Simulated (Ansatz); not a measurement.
## A ladder of methods for SiH2SF (SMILES F[SiH]S)

The species is SiH2SF (5 atoms), meant as a doublet with charge 0. As SMILES, `F[SiH]S`. The coordinates come from a PBE0-D4/def2-TZVP relaxation. This is one conformer, not always the lowest.

```xyz
5

F    -1.2423   -0.5272    1.1342
Si   -0.6294   -0.1680   -0.3033
S     1.4007    0.4385   -0.1918
H    -0.6218   -1.4165   -1.1155
H     1.1427    1.5995    0.4350
```

Each level gives the energy change with the Si2–H4 bond stretched from 1.489 to 3.724 Å (eV). The values are calculated.

```tsv
level	kind	program	value (eV)	less FCI/STO-3G	CPU time (all runs)
USVWN5/STO-3G	LDA	Ansatz	3.91	+0.70	3 s
U-r2SCAN/STO-3G	meta-GGA	Ansatz	3.65	+0.44	14 s
UPBE0/STO-3G	global hybrid	Ansatz	3.61	+0.40	5.5 s
U-wB97X/STO-3G	range-separated hybrid	Ansatz	3.68	+0.47	32 s
UMP2/STO-3G	perturbation theory	Ansatz	3.24	+0.03	0.92 s
UBCCD(T)/STO-3G	coupled cluster or CI	Ansatz	3.20	-0.01	1.4 s
UCCSD(T)/STO-3G	coupled cluster or CI	Ansatz	3.21	0.00	1.2 s
FCI/STO-3G	exact in the basis	Ansatz	3.21	0.00	39 s
```

FCI/STO-3G is exact within its basis and frozen core, so for wave-function methods in that basis the difference is their error; functionals converge differently with the basis, so for them it is only a difference. The first shape isn't each level's own minimum. The values span 3.20 to 3.91 eV. All rows use very small basis sets, so even the best lies far from the true value. Times are those of the runs behind each value, whatever else they computed, on shared processors of several kinds: orders of magnitude only.
